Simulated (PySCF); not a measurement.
C3H9P.
Atom-mapped SMILES: `[CH3:1][P:2]([CH3:3])[CH3:4]` (hydrogens: H5, H6, H7 on C1; H8, H9, H10 on C3; H11, H12, H13 on C4)

The same species was optimised twice, with GFN2-xTB and with PBE0-D3(BJ)/def2-SVP (PySCF), and the same property calculations (PySCF, gas phase) were run on both structures.

```
    coordinate  GFN2-xTB  PBE0-D3(BJ)/def2-SVP  change
     C3–H8 (Å)     1.089                 1.103  +0.014
     C1–H5 (Å)     1.089                 1.103  +0.014
    C4–H11 (Å)     1.089                 1.103  +0.014
    C4–H12 (Å)     1.088                 1.101  +0.013
     C1–H7 (Å)     1.088                 1.101  +0.013
    C4–H13 (Å)     1.088                 1.101  +0.013
     C1–H6 (Å)     1.088                 1.101  +0.013
    C3–H10 (Å)     1.088                 1.101  +0.013
     C3–H9 (Å)     1.088                 1.101  +0.013
     P2–C4 (Å)     1.853                 1.850  -0.003
     C1–P2 (Å)     1.854                 1.851  -0.003
     P2–C3 (Å)     1.853                 1.851  -0.002
  C1–P2–C4 (°)      97.8                  99.3    +1.5
  C1–P2–C3 (°)      97.9                  99.2    +1.3
  C3–P2–C4 (°)      97.9                  99.3    +1.4
 P2–C4–H11 (°)     111.4                 112.6    +1.2
  P2–C1–H5 (°)     111.4                 112.6    +1.2
  P2–C3–H8 (°)     111.4                 112.6    +1.2
  H6–C1–H7 (°)     108.4                 107.5    -0.9
H12–C4–H13 (°)     108.4                 107.5    -0.9
```

Rotational constants: A = 5796, B = 5790, C = 3780 MHz (GFN2-xTB) against A = 5762, B = 5760, C = 3701 MHz (PBE0-D3(BJ)/def2-SVP). Point groups within 0.08 Å: C3v and C3v.

On the GFN2-xTB structure: HOMO (eV) -6.48 [PBE0/pcSseg-1]; LUMO (eV) 1.40 [PBE0/pcSseg-1]; dipole (D) 1.25 [PBE0/pcSseg-1]; GIAO shielding of C1/C3/C4 (mean) (ppm) 166.7 [PBE0/pcSseg-1]; GIAO shielding of P2 (ppm) 400.5 [PBE0/pcSseg-1].

Problem. What do these properties become on the PBE0-D3(BJ)/def2-SVP structure?

Solution. 
| property | level | on GFN2-xTB | on PBE0-D3(BJ)/def2-SVP | change |
| --- | --- | --- | --- | --- |
| HOMO (eV) | PBE0/pcSseg-1 | -6.48 | -6.39 | +0.09 |
| LUMO (eV) | PBE0/pcSseg-1 | 1.40 | 1.36 | -0.04 |
| dipole (D) | PBE0/pcSseg-1 | 1.25 | 1.26 | +0.01 |
| energy, GFN2-xTB geometry as zero (kcal/mol) | PBE0/pcSseg-1 | 0.0 | -0.5 | -0.5 |
| GIAO shielding of C1/C3/C4 (mean) (ppm) | PBE0/pcSseg-1 | 166.7 | 165.8 | -0.9 |
| GIAO shielding of P2 (ppm) | PBE0/pcSseg-1 | 400.5 | 394.9 | -5.6 |

The heavy atoms differ by 0.019 Å rms after alignment. Among all bonds 9 bonds (C1–H5, C1–H6, C1–H7, C3–H8, C3–H9, C3–H10 and others) change most and about equally (+0.013 to +0.014 Å). Changes are differences of the printed values. Neither structure is proved a minimum here.
